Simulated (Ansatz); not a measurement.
Predict the output of the script below (Ansatz's Python interface).

The script, `methods_c2h2fs.py`:
```python
"""One geometry of C2H2FS(-), method by method."""

import ansatz


def main() -> None:
    system = (
        ansatz.Crystal.molecule()
        .atom("C", [-0.7605, -0.0514, -0.0331])
        .atom("C", [0.5695, 0.0718, 0.0275])
        .atom("F", [1.036, 1.3388, 0.1496])
        .atom("S", [1.765, -1.1591, -0.0285])
        .atom("H", [-1.2206, -1.0266, -0.1309])
        .atom("H", [-1.3894, 0.8264, 0.0153])
    )

    setup = system.calculation().basis(gaussian="def2-SVP").charge(-1)

    methods = ["mp2", "ccsd", "ccsd_t"]
    batch = ansatz.Session.batch([setup.correlation(m).input() for m in methods])
    reports = sorted(batch.plan().execute().molecular_reports, key=lambda each: each["member"])
    print(f"Hartree-Fock reference {reports[0]['reference_energy_ev'] / 27.211386246:.6f} Ha")
    best = reports[-1]["free_energy_ev"] - reports[-1]["reference_energy_ev"]
    for method, each in zip(methods, reports):
        gained = each["free_energy_ev"] - each["reference_energy_ev"]
        print(f"{method:8s} total {each['free_energy_ev'] / 27.211386246:.6f} Ha  correlation {gained:9.4f} eV  ({100 * gained / best:.1f} % of the last)")


if __name__ == "__main__":
    main()
```

```console
$ python methods_c2h2fs.py
Hartree-Fock reference -573.590138 Ha
mp2      total -574.163916 Ha  correlation  -15.6133 eV  (92.3 % of the last)
ccsd     total -574.193182 Ha  correlation  -16.4096 eV  (97.0 % of the last)
ccsd_t   total -574.211535 Ha  correlation  -16.9091 eV  (100.0 % of the last)
```

Total energies depend on the basis set; only differences at equal settings carry meaning. The geometry is a force-field or estimated start, not a minimum of this method, and the basis set is short of its limit. A lower total doesn't mark the better method: functionals have no common bound, and MP2 and coupled cluster aren't variational. Inner cores stay frozen, so this is valence correlation. Anions want diffuse functions, which this basis lacks.
